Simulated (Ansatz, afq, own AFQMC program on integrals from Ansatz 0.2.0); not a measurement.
# SiH3Br, singlet in cc-pVTZ, levels against CCSDT(Q)

```tsv
atom	x (Å)	y (Å)	z (Å)
Br	-0.9169	0.0159	0.0000
H	0.6261	0.0159	0.0000
Si	2.3721	0.0159	0.0000
H	2.9842	-0.8584	1.0900
H	2.9842	-0.8584	-1.0900
```

Connectivity, by distances: Br ··· SiH2, 1 bridging H.

Basis cc-pVTZ. Only valence electrons are correlated. Integrals, coupled cluster, full CI and functionals: Ansatz 0.2.0; the random walks run on the same integrals in our own AFQMC program. The CISD trial takes its coefficients from CCSD amplitudes. Released means that phaseless walkers are propagated on without the constraint, phases kept. Error bars are statistical, one sigma. No spin–orbit coupling.

Determinant: RHF, the one that the program's search chose, which needn't be the lowest solution. The geometry is a point of a scan.

No full CI on the walks' own integrals is used here; CCSDT(Q) serves as the reference and is uncertain by about the last step of the cluster series.

Cautions: no relativity below Rb; no spin-orbit coupling; inner d shell frozen; higher spins were not checked; restricted determinant unstable towards unrestricted (UHF 296 meV lower, ⟨S²⟩ 0.63); the ph-AFQMC/CISD walk drifts between its halves (2.3 errors).

The T1 diagnostic is 0.0130. The weight of the determinant in the CISD state is 0.831 and the size of the correlated space is 14 electrons in 100 orbitals.

Reference: CCSDT(Q), correlation energy -9.782 eV. The released energy is read at 2.40 1/Eh (meV from the phaseless value at times in 1/Eh: -7 ± 6 at 0.24, -17 ± 5 at 0.51, -18 ± 7 at 0.99, -22 ± 6 at 1.62, -26 ± 8 at 2.40).

```csv
level,E − E(reference) (kJ/mol),share of correlation (%)
HF,943.8,0.00
MP2,150.9,84.01
CCSD,43.1,95.44
CCSD(T),6.3,99.33
CCSDT,2.2,99.77
ph-AFQMC/CISD,2.3 ± 0.5,99.76
released AFQMC,-0.2 ± 0.8,100.02
```

A walk keeps the symmetry of its determinant, which the program's search chose and which needn't be the lowest solution, so a lower state of the same spin and another symmetry isn't excluded. Released energies are given only where the last usable release times agree within the noise; a slower fall can still hide under it.
